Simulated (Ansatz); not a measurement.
# C3H4FN: basis-set convergence

One table from this session's results is given with a row withheld; the runs are named, their logs left out.

Computed with Ansatz 0.2.0, Gaussian basis. Level: one geometry, several basis sets.

Plan: PBE0-D4/def2-SVP; ωB97M-V/def2-SVP; PBE0-D4/def2-QZVPP; ωB97M-V/def2-QZVPP; the functionals' def2-TZVPP values are taken from earlier runs.

## The geometry

The geometry comes from an earlier relaxation with PBE0-D4 in a triple-zeta def2 set; it is a stationary point, not always the lowest conformer.

SMILES `FC1=CCN1`, 9 atoms, charge 0, spin multiplicity 1.

Atoms are counted from 1 here; the program's logs count them from 0.

Bond lengths: F1–C2 1.313 Å, C2–C3 1.333 Å, C2–N5 1.396 Å, C3–C4 1.512 Å, C3–H6 1.076 Å, C4–N5 1.502 Å, C4–H7 1.092 Å, C4–H8 1.092 Å, N5–H9 1.016 Å. Angles: F1–C2–C3 136.4°, F1–C2–N5 123.2°, C3–C2–N5 100.2°, C2–C3–C4 86.7°, C2–C3–H6 137.0°, C4–C3–H6 135.5°, C3–C4–N5 88.0°, C3–C4–H7 115.8°, C3–C4–H8 116.7°, N5–C4–H7 112.4°, N5–C4–H8 111.4°, H7–C4–H8 110.6°, C2–N5–C4 84.8°, C2–N5–H9 116.6°, C4–N5–H9 115.7°.

Geometry (Å):

```mol
C3H4FN
  3D, bonds by distance, orders not assigned

  9  9  0  0  0  0  0  0  0  0999 V2000
    1.0741    1.3404    1.5833 F   0  0
    0.5348    0.5900    0.6503 C   0  0
    0.9751   -0.2227   -0.3101 C   0  0
   -0.4780   -0.4581   -0.6549 C   0  0
   -0.8378    0.5517    0.3976 N   0  0
    1.9204   -0.4695   -0.7602 H   0  0
   -0.8657   -1.4535   -0.4277 H   0  0
   -0.8051   -0.1358   -1.6451 H   0  0
   -1.4291    0.2111    1.1499 H   0  0
  1  2  8  0
  2  3  8  0
  3  4  8  0
  4  5  8  0
  3  6  8  0
  4  7  8  0
  4  8  8  0
  5  9  8  0
  2  5  8  0
M  END
```

The first run:

Contents of in.yaml:

```yaml
crystal:
  periodic: [false, false, false]
  atoms:
    - {symbol: F, position_ang: [1.074144, 1.340369, 1.583277]}
    - {symbol: C, position_ang: [0.534787, 0.590024, 0.650269]}
    - {symbol: C, position_ang: [0.975088, -0.222702, -0.310138]}
    - {symbol: C, position_ang: [-0.478032, -0.458051, -0.654863]}
    - {symbol: N, position_ang: [-0.837821, 0.551724, 0.397609]}
    - {symbol: H, position_ang: [1.920401, -0.469545, -0.760237]}
    - {symbol: H, position_ang: [-0.865730, -1.453508, -0.427651]}
    - {symbol: H, position_ang: [-0.805149, -0.135829, -1.645116]}
    - {symbol: H, position_ang: [-1.429090, 0.211117, 1.149851]}
basis:
  gaussian: {orbitals: def2-SVP}
hamiltonian: {xc: pbe0, dispersion: d4}
output: {orbitals: {seedname: orbitals}}
```

On the command line:

```sh
ansatz run in.yaml --threads 2 --pin off --events-out ev --progress --plain --max-ram 4352MiB
```

Steps of the session up to this table: PBE0-D4 in def2-SVP; ωB97M-V in def2-SVP; PBE0-D4 in def2-QZVPP; ωB97M-V in def2-QZVPP.

One table of the session follows, with a row left open; its other results are not shown here.

```
functional       basis  HOMO (eV)  LUMO (eV)
   PBE0-D4    def2-SVP      -6.39       1.23
   PBE0-D4  def2-TZVPP      -6.51       1.01
   PBE0-D4  def2-QZVPP      -6.55       0.66
   ωB97M-V    def2-SVP      -8.62       3.45
   ωB97M-V  def2-TZVPP          ?          ?
   ωB97M-V  def2-QZVPP      -8.79       1.78
```

Q: Estimate the row for ωB97M-V, def2-TZVPP from the others.

**Answer.** HOMO (eV): -8.76; LUMO (eV): 2.61. In the column «HOMO (eV)» it lies between ωB97M-V, def2-QZVPP (-8.79) and ωB97M-V, def2-SVP (-8.62).
